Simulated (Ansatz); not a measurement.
**Isomers**

Structures of C2H5B, closed shell, relaxed at PBE0-D4/def2-TZVP (vibrations not checked; lower isomers may exist, and structures with a doubtful reference or unclear bonds are left out). Ansatz 0.2.0; basis: def2-TZVPP; cores frozen in the correlated methods. B3LYP uses VWN-RPA correlation.

(1) Rank them by CCSD(T) energy, lowest first, and give each one's height above the lowest. Links in brackets join atoms within 1.22 times the sum of their covalent radii (1.1 for two metals). (An estimate is asked for; the value comes from the calculation.)
A.
C₂H₅B ([BH][CH][CH3])
```
8
angstrom
B -0.8361 -0.1285 -1.3990
C -0.0381 0.3776 -0.3980
C 0.4227 -0.1759 0.9172
H -1.5091 -0.5073 -2.2854
H 0.3152 1.3867 -0.6396
H 0.0944 0.4558 1.7481
H 1.5147 -0.2279 0.9639
H 0.0362 -1.1805 1.0928
```
B.
C₂H₅B ([BH2][CH][CH2])
```
8
angstrom
B 0.4505 -1.2068 -0.1341
C -0.0894 1.2183 0.1152
C -0.5310 -0.0452 0.0711
H -1.6005 -0.2127 0.1854
H 0.9690 1.4382 0.0063
H -0.7487 2.0708 0.2585
H 0.0852 -2.3456 -0.1774
H 1.6173 -0.9602 -0.2542
```
C.
C₂H₅B ([BH]1[CH2][CH2]1)
```
8
angstrom
B -0.4764 -0.4010 -0.8874
C -0.0309 1.0188 -0.5649
C 0.1801 -0.1135 0.4559
H -0.9734 -1.1706 -1.6384
H 0.8493 1.4335 -1.0491
H -0.4219 -0.0974 1.3607
H 1.1990 -0.4427 0.6423
H -0.7716 1.7789 -0.3310
```

(2) Do PBE-D4, r2SCAN-D4, PBE0-D4, B3LYP-D4, wB97M-V, HF, MP2 give the same order? (Judge from chemistry; the calculation decides.)

The T1 diagnostic stays at or below 0.013. The restricted Hartree–Fock reference is unstable towards an unrestricted one at one or more of these structures.

For scale, one of the runs: CCSD(T)/def2-TZVPP, 163 basis functions, launched by `ansatz run in.yaml --threads 2 --pin off --events-out ev --progress --plain --max-ram 4352MiB`. Hardware: 2 CPU threads of an Arm Neoverse V2, shared host. Wall time 15 s; peak host memory 1.3 GiB.

Answers

(1) The calculation gives: B (0.0 kJ/mol), C (55.5 kJ/mol), A (76.3 kJ/mol). Heights count from the lowest.

(2) The calculation gives: All do.
